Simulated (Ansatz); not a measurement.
Total energies of `O=C1CSC1`.

Z-matrix (Å, degrees):
```
C
C 1 1.521
S 1 1.829 2 90.3
H 1 1.092 2 113.3 3 117.0
H 1 1.092 2 113.5 3 -117.3
O 2 1.191 1 129.9 3 179.1
C 2 1.521 1 100.1 3 -0.7
H 7 1.092 2 113.5 1 118.0
H 7 1.092 2 113.3 1 -116.3
```

Total charge 0; spin multiplicity 1. The geometry is a stationary point of PBE0-D4/def2-TZVP. Basis def2-TZVPP, Ansatz 0.2.0.

RPA on PBE orbitals: Hartree–Fock energy of these orbitals -588.32784 Eh, correlation -1.41645 Eh (frozen core).

| functional | energy without D4 (Eh) | D4 term (kJ/mol) |
| --- | --- | --- |
| LDA (SPW92) | -587.22402 | – |
| PBE | -589.80665 | -19.4 |
| revPBE | -590.08008 | -65.1 |
| BLYP | -590.13944 | -44.1 |
| r2SCAN | -590.06993 | -4.6 |
| B97M-V | -590.08396 | – |
| B3LYP | -590.22126 | -31.5 |
| r2SCANh | -590.05718 | -4.8 |
| r2SCAN0 | -590.03932 | -5.3 |
| HSE06 (plane-wave form) | -589.82917 | -14.9 |
| LC-ωPBE | -589.96418 | – |
| ωB97M-V | -590.11271 | – |
| B2PLYP | -589.92270 | – |
| PBE-QIDH | -589.72827 | – |

Question: Give the same for PBE0, BHLYP, CAM-B3LYP, ωB97X-V. (Best estimate.)

Answer: Computed: 
```tsv
functional	energy without D4 (Eh)	D4 term (kJ/mol)
PBE0	-589.84640	-16.2
BHLYP	-590.08647	-22.7
CAM-B3LYP	-590.12176	-16.2
ωB97X-V	-590.08574	–
```

B3LYP takes the VWN-RPA correlation (the form of Gaussian; ORCA's B3LYP/G). HSE06 is the plane-wave form, built on full-range PBE exchange. The double hybrids freeze the cores in their second-order part.

LC-ωPBE has ω = 0.4 bohr⁻¹.
